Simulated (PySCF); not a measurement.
# The electron affinity along the second row

Calculated with PySCF 2.14 from differences of total energies of unrestricted determinants, without spin-orbit coupling. Values in eV. The last column holds reference values (measured affinities from photodetachment; the arrow runs from anion to atom). Unmarked ones compare directly (S terms, centres of terms, or small fine structure); those marked * lie between the lowest fine-structure levels and include a spin-orbit shift.

```
                            element               configurations  SCS-MP2 (valence and next inner shell)  CCSD(T) (valence and next inner shell)  MP2 (valence)  CCSD(T) (valence)   PBE0  r2SCAN  reference
Li (aug-cc-pCVTZ, non-relativistic)          [He] 2s2 → [He] 2s1                                   0.448                                   0.614          0.351              0.615  0.493   0.449      0.618
B (aug-cc-pwCVTZ, non-relativistic)  [He] 2s2 2p2 → [He] 2s2 2p1                                   0.059                                   0.235          0.208              0.230  0.470   0.581      0.280
C (aug-cc-pwCVTZ, non-relativistic)  [He] 2s2 2p3 → [He] 2s2 2p2                                   0.976                                   1.227          1.265              1.219  1.411   1.488      1.262
O (aug-cc-pwCVTZ, non-relativistic)  [He] 2s2 2p5 → [He] 2s2 2p4                                   1.389                                   1.340          1.421              1.336  1.385   1.513      1.461
F (aug-cc-pwCVTZ, non-relativistic)          [Ne] → [He] 2s2 2p5                                   3.460                                   3.321          3.643              3.315  3.243   3.315      3.401
```

```tsv
method	elements	mean error (eV)	mean absolute error (eV)	largest error (eV)
SCS-MP2 (valence and next inner shell)	5	-0.138	0.162	-0.286
CCSD(T) (valence and next inner shell)	5	-0.057	0.057	-0.121
MP2 (valence)	5	-0.027	0.125	-0.267
CCSD(T) (valence)	5	-0.061	0.061	-0.125
PBE0	5	-0.004	0.140	0.191
r2SCAN	5	0.065	0.167	0.302
```

The highest occupied level of the anion is positive for Li⁻ at PBE0, r2SCAN; B⁻ at PBE0, r2SCAN; C⁻ at PBE0, r2SCAN; O⁻ at PBE0, r2SCAN; F⁻ at r2SCAN, so there the basis helps to hold the electron.

Errors include the incompleteness of the basis and the frozen core.

"Valence" correlates the outer s and p shells and, in groups 3 to 12 and the f block, the outer d or f shell, open or full, or the next shell where the ion has no valence electron left; the wider scheme adds the next inner shell.
